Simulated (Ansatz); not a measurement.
# GaAs⁺, doublet: the ladder up to full CI

Geometry: a PBE0/def2-TZVP stationary point for this spin. The quartet lies 1.0 eV lower here.

```
atom   x (Å)   y (Å)   z (Å)
  Ga  0.0000  0.0000  0.0000
  As  0.0000  0.0000  2.5851
```

Basis cc-pVDZ; Ansatz 0.2.0. Correlated methods freeze the noble-gas cores and the filled d shells of p-block atoms, which leaves 7 electrons in 26 orbitals. R marks a restricted (for open shells ROHF) determinant, U an unrestricted one. Active spaces: valence = (7e, 8o) chosen from the atoms' valence shells. No spin–orbit coupling is included, and no scalar relativity.

Full CI is exact within this basis and frozen core; it isn't the basis-set limit. The frozen core follows each run's orbitals, which can shift R against U totals by a few meV for light atoms and by up to 0.1 eV past Ca.

The determinant fills πx and πy unequally, so it is a mixture of Σ and Δ, which weighs on every level built on one determinant.

* UHF ⟨S²⟩: 1.827
* T1 diagnostic (RCCSD): 0.0323
* largest doubles amplitude (RCCSD): 0.290

```json
{"level": "RHF†", "E − E(full CI) (kJ/mol)": "406.7", "wall time": "–"}
{"level": "RMP2†", "E − E(full CI) (kJ/mol)": "158.0", "wall time": "–"}
{"level": "RCCSD*†", "E − E(full CI) (kJ/mol)": "71.3", "wall time": "–"}
{"level": "RCCSD(T)*†", "E − E(full CI) (kJ/mol)": "54.6", "wall time": "30 s"}
{"level": "BCCD(T)*†", "E − E(full CI) (kJ/mol)": "55.1", "wall time": "31 s"}
{"level": "RCCSDT*†", "E − E(full CI) (kJ/mol)": "38.1", "wall time": "–"}
{"level": "RCCSDT(Q)*†", "E − E(full CI) (kJ/mol)": "34.5", "wall time": "53 s"}
{"level": "CASSCF (valence space)", "E − E(full CI) (kJ/mol)": "205.3", "wall time": "–"}
{"level": "NEVPT2 (valence space)", "E − E(full CI) (kJ/mol)": "48.8", "wall time": "20 s"}
{"level": "MRCISD (valence space)", "E − E(full CI) (kJ/mol)": "9.8", "wall time": "–"}
{"level": "MRCISD+Q (valence space)", "E − E(full CI) (kJ/mol)": "-0.9", "wall time": "21 s"}
```

An asterisk marks runs whose energy the program itself flagged as in doubt. A dagger marks rows that describe another state than the reference (another or a broken symmetry, a higher spin or other natural occupations), so the difference holds a gap between states beside the method's error.

Run but not shown, since their state, orbitals or frozen core can't be matched to the reference's or they repeat it: UHF, UMP2, CISD, UCCSD, UCCSD(T), UCCSDT, UCCSDT(Q).

Times hold each run's SCF and search for its determinant on a shared host, so for small cases they say little of a method's own cost; they ran on 1 thread of Arm Neoverse V2.

More than 5 meV below full CI, which no variational method can be: MRCISD+Q (valence space).

The restricted determinant belongs to another symmetry than the lowest state (A2); the lowest full-CI state of the determinant's symmetry (A1) lies 0.362 eV higher, and methods that keep that symmetry describe that state.

Unrestricted levels hold only the spin's projection, and here they fall towards a lower state of higher spin.

The full-CI state has the irrep A2 of C2v, in the program's axes (one component, if the state is degenerate).

Natural occupations of full CI about the gap: 1.953 1.905 0.986 0.986 0.986 0.045 0.031 0.031 0.012 0.010; effectively unpaired electrons, Σ n²(2−n)², 3.06. No single determinant describes this state well, so single-reference rows can miss without a flag.
